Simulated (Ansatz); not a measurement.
Two isomers of C4H9F: A = `CCCCF`, B = `CC(C)CF`.

Calculated with Ansatz (gas phase, PBE0-D4/def2-TZVP geometries, no zero-point term in ΔE). CCSD(T)/CBS is the MP2 limit (def2-TZVPP, def2-QZVPP) plus CCSD(T) − MP2 in def2-TZVPP, frozen cores. DFT in def2-TZVPP. B3LYP here is the variant with VWN-RPA as its local correlation; programs differ in this. Each species was taken in one conformer, which may not be the lowest.

Question: Which isomer does CCSD(T)/CBS put lower? Give the gap. (Estimate.)

Answer: Computed: B, by 5.1 kJ/mol.

Question: Give E(B) − E(A) in kJ/mol with LDA (SPW92), B3LYP, B3LYP-D4, PBE-D4, ωB97M-V, B2PLYP, CCSD(T)/def2-TZVPP. (Best estimate.)

Answer: The calculation gave: LDA (SPW92) -5.8, B3LYP -0.8, B3LYP-D4 -3.7, PBE-D4 -3.5, ωB97M-V -5.1, B2PLYP -3.1, CCSD(T)/def2-TZVPP -5.7. None reverses the order clearly.

Question: Does the order hold for the free energy at 298.15 K (harmonic terms from PBE0-D4)? (Best estimate.)

Answer: Ansatz gave: Yes: G(B) − G(A) = -4.9 kJ/mol, for one conformer each.

Largest T1 diagnostic: 0.009.

Leaving LDA and LC-ωPBE aside and taking each functional with its dispersion term where it has one, the values spread over 2.0 kJ/mol, from ωB97M-V to B2PLYP. LDA lies −4.0 kJ/mol from PBE without D4. In def2-TZVPP, CCSD(T) changes the Hartree–Fock value by −5.7 kJ/mol (the triples alone add −0.9 kJ/mol) and MP2 by −6.7 kJ/mol.
